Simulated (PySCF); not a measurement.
Computed with PBE-D3(BJ)/def2-TZVP // PBE0-D3(BJ)/def2-TZVP run with PySCF 2.14.0. Isolated molecules, 0 K electronic values unless said otherwise. One relaxed conformer stands for a flexible species; it need not be the lowest. 

Reference species (SMILES): `[OH]` (neutral, multiplicity 2).

```yaml
highest_occupied_spin_orbital: -7.16 eV
```

Changed species: `[OH][In][SH]` (H–O–In–S torsion -180°, O–In–S–H torsion 0°) (radical fragment; the reference has radical fragment).

### Question
What does the change do to the highest occupied spin orbital?

### Answer
the highest occupied spin orbital rises by 1.86 eV, to -5.30 eV.
